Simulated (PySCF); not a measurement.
# SiO: a composite coupled-cluster curve

Aim: bond length, wavenumber and bond energy of SiO near the limit of CCSD(T), built from two basis sets and any small corrections listed.

Computed with PySCF 2.14.0. Level: CCSD(T) on RHF, no relativity in the base curves; scalar relativity is added as a correction.

## 1. The job

| Property | Result |
| --- | --- |
| molecule | SiO |
| state | singlet, unpaired electrons none |
| smaller basis | Si cc-pV(T+d)Z, O cc-pVTZ |
| larger basis | Si cc-pV(Q+d)Z, O cc-pVQZ |
| frozen core orbitals | 6 |
| extrapolation | correlation as n⁻³ (n = 3, 4), Hartree–Fock as (n+1)·exp(−9√n) |
| corrections | core–valence correlation, scalar relativity |
| distances (Å) | 1.3344, 1.3950, 1.4557, 1.5163, 1.5770, 1.6528, 1.7286 |
| masses (u) | 27.9769, 15.9949 |
| dissociation limit | Si + O |

Command:

```
> OMP_NUM_THREADS=4 python comp.py task.json out
```

## 2. Coupled cluster at each distance

**Question.** What will these runs give? Wanted: for each run, Re; ωe; ωexe; αe; De.

The runs gave:

```csv
level,Re (Å),ωe (cm⁻¹),ωexe (cm⁻¹),αe (cm⁻¹),De (eV)
CCSD(T)/cc-pVTZ(-PP),1.5189,1232.7,5.85,0.00492,7.934
CCSD(T)/cc-pVQZ(-PP),1.5170,1236.8,5.78,0.00489,8.153
HF/CBS,1.4767,1407.7,4.98,0.00425,4.853
MP2/CBS,1.5256,1199.7,5.65,0.00501,8.868
CCSD/CBS,1.5046,1294.3,5.15,0.00452,7.921
CCSD(T)/CBS,1.5159,1241.1,5.70,0.00485,8.285
CCSD(T)/CBS+CV,1.5122,1245.5,5.72,0.00488,8.318
CCSD(T)/CBS+CV+SR,1.5118,1244.1,5.72,0.00489,8.307
```

**Reading.** The last step gives Re = 1.5118 Å, ωe = 1244.1 cm⁻¹ and De = 8.307 eV; the smaller basis alone is off from it by +7.1 mÅ and -0.37 eV. Near the minimum the mean field binds by 4.80 eV and correlation adds 3.49 eV of binding. T1 is 0.027, large enough to doubt a single reference. Spin–orbit coupling and excitations beyond (T) are left out.
